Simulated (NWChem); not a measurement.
# UKT2 (NWChem form)/6-31G (density fitting with weigend coulomb fitting) run of BNH2F (SMILES N[B]F)

Aim: the energy change on altering one bond length of BNH2F at UKT2 (NWChem form)/6-31G (density fitting with weigend coulomb fitting), from 2 runs. 

The calculation is run with NWChem 7.3.0.

3 further runs of the same task are left out: 3 that didn't finish.

## (1) The system as given

BNH2F has 5 atoms, charge 0, and is taken as a doublet. As SMILES, `N[B]F`. Geometry: relaxed at PBE0-D4/def2-TZVP. This is one conformer, not always the lowest.

Bond lengths: N1–B2 1.384 Å, B2–F3 1.324 Å, N1–H4 1.003 Å, N1–H5 1.010 Å. Angles: N1–B2–F3 122.6°, B2–N1–H4 122.5°, B2–N1–H5 122.8°, H4–N1–H5 114.7°.

## (2) Energy and one-electron properties at UKT2 (NWChem form)/6-31G (density fitting with weigend coulomb fitting)

mymol.nw

```
start mymol
title "BFH2N"
memory total 2200 mb
geometry units angstrom noautoz
 N    -0.315200    0.284600   -0.298300
 B     0.256800   -0.904700    0.119300
 F     1.186500   -0.957100    1.060600
 H    -1.019600    0.322000   -1.012000
 H    -0.058500    1.181700    0.088900
end
basis "ao basis" spherical bse
 * library 6-31G
end
basis "cd basis" spherical
 * library "weigend coulomb fitting"
end
dft
 xc kt2
 mult 2
 grid medium
 convergence energy 1e-07
 direct
 iterations 100
 mulliken
 print medium
end
property
 octupole
 quadrupole
 efield
end
task dft property
```

Run with:

```console
$ nwchem mymol.nw > mymol.out
```

Standard output:

```text
[...]
 Group name             Cs
[...]
          Wavefunction type:  spin polarized.
          No. of atoms     :     5
          No. of electrons :    23
[...]
          Charge           :     0
          Spin multiplicity:     2
[...]
          AO basis - number of functions:    31
[...]
              XC Information
              --------------
                          KT2 Method XC Functional
                        Slater Exchange Functional  1.072 local
                           KT1 gradient correction  1.000 non-local
            Perdew 1991 LDA Correlation Functional  0.577 local
[...]
 d= 0,ls=0.0,diis     1   -183.1983321497 -2.42D+02  2.33D-02  8.41D-02     0.4
[...]
 d= 0,ls=0.0,diis    10   -183.2632406095 -3.60D-08  6.65D-06  1.41D-08     1.9
[...]
         Total DFT energy =     -183.263240609530
      One electron energy =     -364.704528808183
           Coulomb energy =      147.559876383042
    Exchange-Corr. energy =      -24.941381069370
 Nuclear repulsion energy =       58.822792884981
[...]
      Total Density - Mulliken Population Analysis
     ---------------------------------------------
    Atom       Charge   Shell Charges
 -----------   ------   -------------------------------------------------------
    1 N    7     7.77   2.00  0.80  2.55  0.78  1.64
    2 B    5     4.59   2.00  0.55  1.29  0.43  0.33
    3 F    9     9.29   2.00  0.97  3.34  0.99  1.98
    4 H    1     0.67   0.53  0.14
    5 H    1     0.68   0.52  0.16
[...]
      <S2> =      0.7548 (Exact =     0.7500)
[...]
```

Run time: 2.5 s. Hardware: 1 thread of AMD EPYC 7B13 (Zen 3), shared host; peak memory 0.11 GiB.

Atomic charges (e):

```tsv
atom	Mulliken	Löwdin
N1	-0.770	-0.430
B2	+0.410	+0.090
F3	-0.290	-0.140
H4	+0.330	+0.250
H5	+0.320	+0.230
```

## (3) The distorted shape at the same level

nw.nw

```
start nw
memory stack 880 mb heap 220 mb global 1100 mb
geometry units angstroms noautoz
   N       -0.379375       0.060325      -0.395100
   B        0.192625      -1.128975       0.022500
   F        1.122325      -1.181375       0.963800
   H       -1.083775       0.097725      -1.108800
   H       -0.058500       1.181700       0.088900
end
basis "ao basis" spherical bse
   * library 6-31G
end
basis "cd basis" spherical
   * library "weigend coulomb fitting"
end
dft
   xc kt2
   mult 2
   grid medium
   convergence energy 1e-07
   direct
   maxiter 100
   mulliken
end
property
   octupole
   quadrupole
   efield
end
task dft property
```

Run with:

```console
$ nwchem nw.nw > nw.out
```

Standard output:

```text
[...]
 Group name             Cs
[...]
          Wavefunction type:  spin polarized.
          No. of atoms     :     5
          No. of electrons :    23
[...]
          Charge           :     0
          Spin multiplicity:     2
[...]
          AO basis - number of functions:    31
[...]
              XC Information
              --------------
                          KT2 Method XC Functional
                        Slater Exchange Functional  1.072 local
                           KT1 gradient correction  1.000 non-local
            Perdew 1991 LDA Correlation Functional  0.577 local
[...]
 d= 0,ls=0.0,diis     1   -183.1688359141 -2.41D+02  2.30D-02  8.20D-02     0.4
[...]
 d= 0,ls=0.0,diis    11   -183.2343660069 -5.31D-08  2.27D-06  3.16D-09     2.0
[...]
         Total DFT energy =     -183.234366006863
      One electron energy =     -362.867547476106
           Coulomb energy =      146.622831057850
    Exchange-Corr. energy =      -24.847822055638
 Nuclear repulsion energy =       57.858172467031
[...]
      Total Density - Mulliken Population Analysis
     ---------------------------------------------
    Atom       Charge   Shell Charges
 -----------   ------   -------------------------------------------------------
    1 N    7     7.74   2.00  0.81  2.45  0.82  1.66
    2 B    5     4.58   2.00  0.55  1.29  0.41  0.33
    3 F    9     9.28   2.00  0.97  3.34  0.99  1.98
    4 H    1     0.67   0.53  0.14
    5 H    1     0.73   0.42  0.31
[...]
      <S2> =      0.7564 (Exact =     0.7500)
[...]
```

Wall time 2.6 s (1 thread of AMD EPYC 7B13 (Zen 3), shared host); peak memory 0.11 GiB.

Atomic charges (e):

```tsv
atom	Mulliken	Löwdin
N1	-0.740	-0.430
B2	+0.420	+0.090
F3	-0.280	-0.130
H4	+0.330	+0.240
H5	+0.270	+0.230
```

## (4) Results

Level: UKT2 (NWChem form)/6-31G (density fitting with weigend coulomb fitting).

```
                                                         quantity          value
                                        first shape: total energy  -183.26324 Eh
                                       first shape: dipole moment         2.67 D
                  first shape: HOMO energy (highest over α and β)       -4.40 eV
                   first shape: LUMO energy (lowest over α and β)       -1.57 eV
                                                first shape: ⟨S²⟩          0.755
                                    distorted shape: total energy  -183.23437 Eh
                                   distorted shape: dipole moment         2.44 D
              distorted shape: HOMO energy (highest over α and β)       -4.63 eV
               distorted shape: LUMO energy (lowest over α and β)       -2.10 eV
                                            distorted shape: ⟨S²⟩          0.756
energy change with the N1–H5 bond stretched from 1.010 to 1.263 Å       0.786 eV
```

With the N1–H5 bond stretched from 1.010 to 1.263 Å the energy rises by 0.79 eV (18.1 kcal/mol). The first shape isn't relaxed at this level, so the change isn't measured from a minimum.
